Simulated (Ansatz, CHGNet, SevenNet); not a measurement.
# Ladder of methods for the zone-centre TO phonon frequency of rock-salt MgS

Reference value: 240 cm⁻¹ (measured, temperature not stated, no zero-point or thermal correction; as tabulated in Chmeruk and Núñez-Valdez (2023), arXiv:2212.11645).

### Question
What do CHGNet-r²SCAN, SevenNet-0, SevenNet-l3i5, LDA, PBE, PBEsol, r²SCAN give, and how far is each from the reference?

### Answer

```json
[
 {"level (code)": "CHGNet-r²SCAN", "value (cm⁻¹)": "303", "cell (Å³/atom)": "17.51", "difference (%)": "+26"},
 {"level (code)": "SevenNet-0", "value (cm⁻¹)": "208", "cell (Å³/atom)": "17.82", "difference (%)": "-13.3"},
 {"level (code)": "SevenNet-l3i5", "value (cm⁻¹)": "204", "cell (Å³/atom)": "17.86", "difference (%)": "-15.0"},
 {"level (code)": "LDA (Ansatz)", "value (cm⁻¹)": "252", "cell (Å³/atom)": "16.87", "difference (%)": "+5.0"},
 {"level (code)": "PBE (Ansatz)", "value (cm⁻¹)": "224", "cell (Å³/atom)": "17.88", "difference (%)": "-6.7"},
 {"level (code)": "PBEsol (Ansatz)", "value (cm⁻¹)": "243", "cell (Å³/atom)": "17.39", "difference (%)": "+1.2"},
 {"level (code)": "r²SCAN (Ansatz)", "value (cm⁻¹)": "237", "cell (Å³/atom)": "17.61", "difference (%)": "-1.2"}
]
```

Once the reference is moved by up to 3.0 % (a margin picked here for doubts on the reference and the settings, and for temperature and zero-point motion) and values within 0.7 % count as equal, the nearest can be PBEsol (+1.2 %), r²SCAN (-1.2 %) or LDA (+5.0 %). Farthest off among them: CHGNet-r²SCAN (+26 %). Within 10 %: LDA, PBE, PBEsol, r²SCAN.

The reference isn't brought to a static lattice, while the calculations are for one, so the differences are not the levels' errors alone.  Each level is taken at its own relaxed cell. Cutoffs and k meshes differ between the levels. Ansatz's density-functional and Hartree–Fock values are scalar-relativistic unless marked +SOC, with PAW data made under PBE.

Machine-learned potentials (CHGNet-r²SCAN, SevenNet-0, SevenNet-l3i5) are trained on DFT data: a solid inside that data is no test of them.

Differences are worked out from the printed values.

Ansatz is a program for electronic structure.
